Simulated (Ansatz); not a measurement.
Relaxation of FH$_{3}$OSi (6 atoms, charge 0, multiplicity 1), to a largest force component of 0.02 eV/Å in at most 40 steps.

All numbers below come from RKS r2SCANh-D4/def2-SVP (Ansatz 0.2.0).

```xyz
6
Properties=species:S:1:pos:R:3
Si 0.000 0.000 0.000
F 0.000 0.000 1.590
O 1.584 0.000 -0.559
H 1.901 -0.952 -0.676
H -0.688 1.191 -0.486
H -0.688 -1.191 -0.486
```

Question: Where does it end, and by what steps?

Answer: The run converged. After 6 steps the energy has fallen by 0.137 eV; H4 moved furthest, 0.20 Å.

```
step  energy less start (eV)  largest force component (eV/Å)  accepted
   0                  0.0000                           2.109       yes
   1                 -0.0952                           0.788       yes
   2                 -0.1213                           0.366       yes
   3                 -0.1329                           0.331       yes
   4                 -0.1362                           0.114       yes
   5                 -0.1370                           0.056       yes
   6                 -0.1373                           0.010       yes
```

```xyz
6
Properties=species:S:1:pos:R:3
Si -0.019 -0.026 -0.043
F 0.022 -0.051 1.576
O 1.506 -0.050 -0.659
H 2.028 -0.851 -0.568
H -0.627 1.248 -0.476
H -0.801 -1.222 -0.448
```

Run time: 16 s on 1 thread of Arm Neoverse V2, with other jobs on the host, peak memory 0.14 GiB.
